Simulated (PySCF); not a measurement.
Mayer bond orders and bond lengths

Compound: BH7NSi (charge -1).
SMILES with atom numbers: `[BH3-:1][NH:2][SiH3:3]` (hydrogens: H4, H5, H6 on B1; H7 on N2; H8, H9, H10 on Si3)

Geometry (PBE0-D3(BJ)/def2-SVP, Å), atoms numbered from 1 in this order:
```
atom  x, y, z in Å
B1     1.4478    0.3187    0.2217
N2     0.3119   -0.5419   -0.4232
Si3   -1.3079   -0.1972   -0.0809
H4     2.4016    0.4892   -0.5734
H5     0.9587    1.4382    0.5056
H6     1.8925   -0.1881    1.2830
H7     0.5390   -1.5119   -0.6140
H8    -2.2185   -1.2286   -0.7280
H9    -1.7707    1.1352   -0.6131
H10   -1.7787   -0.1829    1.3665
```

Bond orders from the PBE0/pcSseg-1 density (PySCF). Geometry: PBE0-D3(BJ)/def2-SVP; no solvent, vibrations or thermal averaging. The pcSseg-1 basis has no diffuse functions, a weakness for an anion.

Task: Where do the orders between heavy atoms depart from those drawn in the SMILES?

Result: The largest departure is 0.229, at N2–Si3 (drawn single, 1.229). Drawn single, order above 1.12: N2–Si3 (1.229). Drawn single, order below 0.88: B1–N2 (0.785). The SMILES, with its formal charges, is one Lewis structure only.

Task: Give the Mayer order of every bond between heavy atoms, beside its length.

Result: 
```json
{"bond": "B1–N2", "drawn as": "single", "length (Å)": "1.564", "Mayer order": "0.785"}
{"bond": "N2–Si3", "drawn as": "single", "length (Å)": "1.691", "Mayer order": "1.229"}
```

Task: And the bonds to hydrogen?

Result: B–H: 0.94 to 0.95 (3 bonds); H–N: 0.94 (1 bond); H–Si: 0.84 to 0.89 (3 bonds).

Task: Sum the orders of all bonds at each heavy atom with more than one neighbour and set the sums beside the valence in the SMILES.

Result: B1 3.610 (drawn 4), N2 2.951 (drawn 3), Si3 3.844 (drawn 4). Orders between atoms that aren't bonded are not in these sums.

For a closed shell the Mayer order of atoms A and B is Σ (PS)μν (PS)νμ over the basis functions μ on A and ν on B, with P the density and S the overlap matrix.
